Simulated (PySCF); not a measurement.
**Molecular orbitals of LiSi**

B2PLYP at R = 2.364 Å; Li x2c-SVPall, Si x2c-SVPall; spin-free X2C with a Gaussian nucleus (PySCF 2.14). State: ⁴Σ⁻ (quartet), unpaired electrons σ ↑, π ↑↑. Only the outer orbitals are listed, counted within each symmetry.

| spin | orbital | occ. | ε (eV) | on Li (%) | main shells (%) |
| --- | --- | --- | --- | --- | --- |
| α | 5σ | 1 | -13.33 | 5 | 95 Si s |
| α | 6σ | 1 | -5.89 | 20 | 78 Si p, 15 Li s |
| α | 2π | 1 | -5.11 | 11 | 89 Si p, 10 Li p |
| α | 2π | 1 | -5.11 | 11 | 89 Si p, 10 Li p |
| α | 7σ | 0 | -0.90 | 98 | 76 Li s, 22 Li p |
| α | 3π | 0 | 1.41 | 89 | 89 Li p, 10 Si p |
| α | 3π | 0 | 1.41 | 89 | 89 Li p, 10 Si p |
| β | 5σ | 1 | -9.78 | 6 | 92 Si s |
| β | 6σ | 0 | -1.08 | 88 | 79 Li s, 12 Si p, 9 Li p |
| β | 7σ | 0 | 0.17 | 44 | 52 Si p, 23 Li p, 20 Li s |
| β | 2π | 0 | 0.21 | 43 | 57 Si p, 43 Li p |

Problem. Which are the highest filled and the lowest empty level, where do they sit, and how wide is the gap?

Solution. Highest filled α 2π at -5.11 eV (in %: 89 Si p, 10 Li p); lowest empty β 6σ at -1.08 eV (in %: 79 Li s, 12 Si p, 9 Li p); the gap at B2PLYP is 4.03 eV.

```
bond order (Mayer)                               : 0.87
⟨S²⟩                                             : 3.750
charge on Li (Mulliken, basis-dependent)         : 0.48
charge on Li (Löwdin, basis-dependent)           : 0.24
dipole moment (positive dipole means Li(−)Si(+)) : -6.23 D
```

Correlated steps freeze 5 core orbitals. B2PLYP dipoles, levels and charges come from its SCF part alone. The state is the lowest determinant that a PBE0 search found; another state may lie lower at other levels.
